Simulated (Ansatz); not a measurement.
# Si2N (quartet): from Hartree-Fock to the top rungs, cc-pVDZ

An exercise on one series of results from a longer session: the logs are not shown, and one member is left open.

The runs use Ansatz 0.2.0, Gaussian basis; cc-pVDZ, core rule «outside noble gas», up to 11 orbitals frozen.

To be run: UHF; CCSD(T) on ROHF; CCSD(T) on UHF; BCCD(T) on ROHF; CISD; CCSDT(Q) on ROHF; CCSDT(Q) on UHF.

40 further runs of the same task are left out: 6 for a known fault of the program, 15 that didn't finish, 19 set aside as unsound or not needed.

**The system**

The geometry is a PBE0/def2-TZVP stationary point (not a proven minimum).

3 atoms, charge 0, spin multiplicity 4.

Atoms are counted from 1 here; the program's logs count them from 0.

Bond lengths: Si1–N2 1.661 Å, N2–Si3 1.597 Å. Angles: Si1–N2–Si3 180.0°.

The first run:

in.yaml reads:

```yaml
crystal:
  periodic: [false, false, false]
  atoms:
    - {symbol: Si, position_ang: [0.000000, 0.000000, 1.639800]}
    - {symbol: N, position_ang: [0.000000, 0.000000, -0.021300]}
    - {symbol: Si, position_ang: [0.000000, 0.000000, -1.618500]}
basis:
  gaussian: {orbitals: cc-pVDZ}
magnetization: {spin_polarized: true, initial_magnetization: 3}
hamiltonian: {xc: hf}
output: {orbitals: {seedname: orbitals}}
```

The run is started by

```console
ansatz run in.yaml --threads 1 --pin off --events-out ev --progress --plain --max-ram 2393MiB
```

Steps of the session up to this table: UHF; CCSD(T) on ROHF; CCSD(T) on UHF; BCCD(T) on ROHF; CISD; CCSDT(Q) on ROHF; CCSDT(Q) on UHF.

One of the session's tables, all rows but one given; the rest of the session is left out.

| method | from RCCSDT(Q) (kJ/mol) |
| --- | --- |
| UHF | ? |
| RMP2 | +57.1 |
| UMP2 | +128.1 |
| CISD | +154.2 |
| RCCSD | +88.8 |
| UCCSD | +66.7 |
| RCCSD(T) | +15.0 |
| UCCSD(T) | +23.4 |
| BCCD(T) | +20.2 |
| RCCSDT | +13.9 |
| UCCSDT | +11.9 |
| RCCSDT(Q) | 0 |
| UCCSDT(Q) | +1.9 |

**Question.** Estimate the row for UHF.

The run gave: from RCCSDT(Q) (kJ/mol): +858.9. In the column «from RCCSDT(Q) (kJ/mol)» it is the highest.

Left out of the table: ROHF (another determinant or state than the rows shown).

Limits of these values: The report flags that the cluster equations may have other roots. The program flags RCCSD(T), BCCD(T), RCCSDT(Q) as in doubt, so the zero of the table is itself unsure. Warnings: spin contamination; coupled cluster took another determinant than the lowest; large T1 diagnostic. Restricted and unrestricted rows rest on different reference determinants; where their highest levels disagree by more than a few hundredths of an eV, they describe different states and don't form one ladder.
